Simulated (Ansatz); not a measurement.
This geometry of CH4NSi (7 atoms, charge 0, multiplicity 2) is a first-order saddle point.

These are results of UKS B3LYP/def2-SVP in Ansatz, not measurements.

```xyz
7
Properties=species:S:1:pos:R:3
N -0.855 0.762 -0.678
C 0.166 0.157 0.072
Si 0.562 -1.449 0.634
H -0.907 0.460 -1.650
H -1.783 0.712 -0.260
H 0.971 0.826 0.452
H 1.846 -1.469 1.431
```

(1) Which two structures does it join? (They come from a converged band through this point; their orientation in space is the band's.)

(2) How far does it lie above each of them?

Answers

(1) No bond is made or broken. The dihedral H4–N1–C2–Si3 goes from 0 to 180°. The two ends are copies of one structure, up to a mirror image or an exchange of like atoms.

Initial state:

```xyz
7
Properties=species:S:1:pos:R:3
N -1.019 0.436 -0.388
C 0.150 0.116 0.196
Si 1.141 -1.404 -0.268
H -1.404 -0.158 -1.119
H -1.556 1.259 -0.138
H 0.447 0.843 0.965
H 2.240 -1.092 0.753
```

Final state:

```xyz
7
Properties=species:S:1:pos:R:3
N -1.018 0.436 -0.388
C 0.151 0.116 0.196
Si 1.141 -1.405 -0.269
H -1.556 1.260 -0.138
H -1.404 -0.158 -1.118
H 0.447 0.843 0.965
H 2.240 -1.092 0.753
```

(2) 1.09 eV above the first and 1.09 eV above the second. This is the barrier of this one path; another mechanism may lie lower.

Time of the run: 2.9 min on 1 thread of Arm Neoverse V1, on a shared host, peak memory 0.16 GiB.
